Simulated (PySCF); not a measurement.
Molecule: Pyridazine, C4H4N2.

Geometry:
```
atom   x (Å)   y (Å)   z (Å)
  C1   0.661   0.834  -0.069
  C2  -0.697   0.785   0.188
  C3  -1.286  -0.481   0.214
  N4  -0.610  -1.607   0.007
  N5   0.681  -1.561  -0.238
  C6   1.306  -0.387  -0.277
  H7   1.213   1.776  -0.110
  H8  -1.290   1.685   0.363
  H9  -2.355  -0.608   0.410
 H10   2.379  -0.436  -0.486
```

Geometry PBE0-D3(BJ)/def2-SVP throughout; GIAO in PySCF 2.14.0 with density-fitted response routines, gas phase, one conformer, non-relativistic; equivalent atoms averaged; functional PBE0.

For orientation, 6-31G gives these shifts δ (against TMS, NH3 at the same level): C3/C6 147.4, C1/C2 118.7, N4/N5 449.2, H9/H10 9.93, H7/H8 7.39 ppm.

A run gave: C3/C6 150.2, C1/C2 123.4, N4/N5 445.7, H9/H10 9.31, H7/H8 7.02 ppm (shifts δ (against TMS, NH3 at the same level)).

Q: Which basis set was used in that run?
A. cc-pVTZ
B. aug-cc-pVDZ
C. cc-pVDZ
D. 6-311+G(2d,p)
E. STO-3G

A: C. H7/H8 tells them apart best: cc-pVDZ gives 7.02, 6-311+G(2d,p) gives 7.34, STO-3G gives 7.30, cc-pVTZ gives 7.28, aug-cc-pVDZ gives 7.39 ppm.
